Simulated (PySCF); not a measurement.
# C2Cl2O2 (oxalyl dichloride): the cost of one run

Computed with PySCF 2.14.0, with density-fitted response routines of our own, on a single molecule in the gas phase. Atoms are numbered from 0 throughout.

## 1. The molecule as given

6 atoms, charge 0, multiplicity 1; geometry from: GFN2-xTB. The atoms were then displaced at random by about 0.01 Å, so the start is not that level's minimum.

Bonds of the start (Å): O0–C1 1.16, C1–Cl2 1.74, C1–C3 1.56, C3–O4 1.18, C3–Cl5 1.71.

## 2. Relaxing the molecule at PBE0-D3(BJ)/def2-SVP

The job: settings as JSON, then the geometry in Å.

```
{"job": {"xc": "PBE0", "basis": "def2-SVP", "d3": "d3bj", "grid": 1, "shake": 0.01, "kind": "geom"}, "charge": 0, "multiplicity": 1}
O     -0.908370     1.364230    -0.508910
C     -0.699990     0.283980    -0.148110
Cl    -1.936350    -0.907240     0.134020
C      0.728280    -0.285700     0.135880
O      0.927250    -1.395410     0.496840
Cl     1.913340     0.910130    -0.154380
```

Launch:

```
OMP_NUM_THREADS=1 python probes_run.py task.json out
```

The driver reads the jobs from task.json and runs them one after another.

**Question.** How long does this first job take on 1 thread of Arm Neoverse V2, shared host, and how much memory does it need?

About 23 s, with a peak of 0.37 GiB.
